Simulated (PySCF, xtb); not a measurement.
nitrous oxide (N2O), SMILES N#[N+][O-].

Harmonic wavenumbers (cm⁻¹) from GFN2-xTB (xtb 6.7.1) at its own minimum, in rising order: 552, 552, 1443, 2651.

Question: What does PBE-D3(BJ)/def2-TZVP (PySCF) give at its own minimum? (Estimate from the structure and the level; the computed values follow.)

Answer: 598, 598, 1304, 2284. Paired by order, the mean absolute difference is 150 cm⁻¹ and the zero-point energies are 7.4 and 6.8 kcal/mol.
